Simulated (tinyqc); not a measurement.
Worked calculation: extended Hueckel theory, for LiH+. The parameters take no account of the charge, which enters only through the electron count. One step of it, computed by the program tinyqc.

Problem. Mulliken analysis. P = C n C^T; charge = valence electrons (H 1, Li 1) minus the sum of (P S)_ii on the atom; overlap population = 2 sum P_ij S_ij between two atoms.

coefficients:
```
               MO1        MO2        MO3       MO4        MO5
1Li 2s    0.026765   0.909189   0.000000  0.000000   0.595950
1Li 2px   0.000000   0.000000   0.851093  0.525015   0.000000
1Li 2py   0.000000   0.000000  -0.525015  0.851093   0.000000
1Li 2pz  -0.037275  -0.429378   0.000000  0.000000   1.073232
2H 1s     1.007273  -0.153998   0.000000  0.000000  -0.694093
```

occupations: 1.000000  0.000000  0.000000  0.000000  0.000000

overlap S:
```
           1Li 2s   1Li 2px   1Li 2py   1Li 2pz     2H 1s
1Li 2s   1.000000  0.000000  0.000000  0.000000  0.346494
1Li 2px  0.000000  1.000000  0.000000  0.000000  0.000000
1Li 2py  0.000000  0.000000  1.000000  0.000000  0.000000
1Li 2pz  0.000000  0.000000  0.000000  1.000000  0.471255
2H 1s    0.346494  0.000000  0.000000  0.471255  1.000000
```

Give: charges; Overlap populations.

Solution.

charges: 1Li 1.0062, 2H -0.0062

Overlap populations:
```
pair      value
2-1   -0.016705
```
